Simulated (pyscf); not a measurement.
Single points on ωB97X-D3(BJ)/def2-SVP structures (PySCF, gas phase).

Question: PBE/def2-TZVP puts the barrier of H₃C–O–SiH₃ (SMILES CO[SiH3]) + HO–SiH₃ (SMILES O[SiH3]) → CH₄ (SMILES C) + HO–SiH₂–O–SiH₃ (SMILES O[SiH2]O[SiH3]) (four-centre exchange; singlet surface; C–O, H–Si broken, C–H, O–Si formed) at 223.5 kJ/mol and the reaction energy at -218.6 kJ/mol, from the separated reactants. What do B3LYP-D3(BJ)/def2-TZVP, M06-2X/def2-TZVP, ωB97M-D3(BJ)/def2-TZVP give on the same structures?

Answer: B3LYP-D3(BJ): ΔE‡ = 246.3 kJ/mol, ΔE = -229.8 kJ/mol; M06-2X: ΔE‡ = 269.3 kJ/mol, ΔE = -235.0 kJ/mol; ωB97M-D3(BJ): ΔE‡ = 258.2 kJ/mol, ΔE = -231.7 kJ/mol. PBE's barrier lies under all of them, by 22.8 to 45.7 kJ/mol. Its reaction energy lies over all of them, by 11.2 to 16.3 kJ/mol. Low barriers are usual for a GGA, whose delocalisation error favours stretched bonds. On the reactant side the descent ends in a complex (not fully relaxed), 18.5 kJ/mol under the separated species and 281.0 kJ/mol under the saddle at ωB97X-D3(BJ)/def2-TZVP. From the product side, HO–SiH₂–O–SiH₂• + H• + CH₄ lies, by one bond made or cut, 79.0 kJ/mol under this saddle at ωB97M-D3(BJ). H₃C–O–SiH₃ lies 99.2 kJ/mol over its isomer H₃C–SiH₂–OH, and others may lie lower still (electronic energy, ωB97M-D3(BJ)). One saddle was located; it need not be the lowest between these sides.
